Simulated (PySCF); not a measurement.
**Worked example: entropy of an ideal gas**

propene cation (C3H6), SMILES C=CC (connectivity only; charge and spin as stated), charge +1, multiplicity 2.

The structure is a stationary point at r2SCAN-D4/def2-TZVP. The spin state was assumed, not searched.

r2SCAN-D4/def2-TZVP (PySCF) gives the harmonic wavenumbers 113, 174, 415, 742, 864, 907, 964, 1038, 1210, 1270, 1278, 1367, 1410, 1485, 1554, 2902, 2971, 3132, 3143, 3177, 3250 cm⁻¹ and the rotational temperatures 2.2072, 0.4444, 0.3877 K. The molar mass is 42.08 g/mol, the symmetry number 1, the spin multiplicity 2.

**Question.** Work out the entropy at 298.15 K and 1 atm in the rigid-rotor, harmonic-oscillator model.

**Answer.** 
Translation (Sackur–Tetrode at 1 atm): S = R[1.5 ln M + 2.5 ln T − 1.16487] = 155.4 J/(mol K).
Rotation: q = (√π/σ) T^1.5/√(θA θB θC) = 14800, S = R[ln q + 3/2] = 92.3 J/(mol K).
Vibration: with u = 1.4388 ν/T, each mode gives R[u/(e^u − 1) − ln(1 − e^−u)]:
```csv
ν (cm⁻¹),modes,u,S (J/(mol K))
113,1,0.55,13.46
174,1,0.84,10.01
415,1,2.00,3.80
742,1,3.58,1.09
864,1,4.17,0.67
907,1,4.38,0.57
964,1,4.65,0.45
1038,1,5.01,0.34
1210,1,5.84,0.17
1270,1,6.13,0.13
1278,1,6.17,0.13
1367,1,6.60,0.09
1410,1,6.80,0.07
1485,1,7.17,0.05
1554,1,7.50,0.04
```
The stiffer modes add less than 0.005 each. Sum 31.1 J/(mol K).
Spin: R ln 2 = 5.8 J/(mol K).
Total 284.5 J/(mol K); the program's own thermochemistry gives 284.5. Translation makes up 55 % and vibration 11 %. Anharmonicity, hindered rotation and orbital degeneracy are left out.
